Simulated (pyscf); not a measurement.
Thermochemistry of product channels of `[O]=[Ga][OH]` + `[ClH]` on the singlet surface, in kcal/mol, from CCSD(T)/def2-TZVPP + ΔMP2(QZVPP) energies (ideal gas, 1 atm, RRHO with modes under 100 cm⁻¹ raised to 100, one conformer, R ln 2 for rigid chiral ones). Structures and frequencies: ωB97X-D3(BJ)/def2-SVP in PySCF. Correlated levels are frozen-core, on RHF or UHF. ΔMP2 is the change of the MP2 total energy from the triple- to the quadruple-zeta basis.

| products | ΔE | ΔH(298 K) | ΔG(600 K) | ΔG(1200 K) |
|---|---|---|---|---|
| `[O]=[Ga][Cl]` + `[OH2]` | -14.6 | -12.6 | -11.8 | -10.8 |
| `[OH][Ga]([OH])[Cl]` | -80.1 | -77.1 | -58.5 | -40.9 |

These are energies of the channels, which say nothing of barriers. The CCSD(T) − MP2 part came from Ansatz, without density fitting, on the same reference. The frozen core leaves the outer d or s,p core shells of the metals and heavy elements correlated in the MP2 and CC values, and def2-TZVPP describes them poorly, which can shift differences by a few kcal/mol. Elements up to Kr have no core potential and no relativistic terms here.
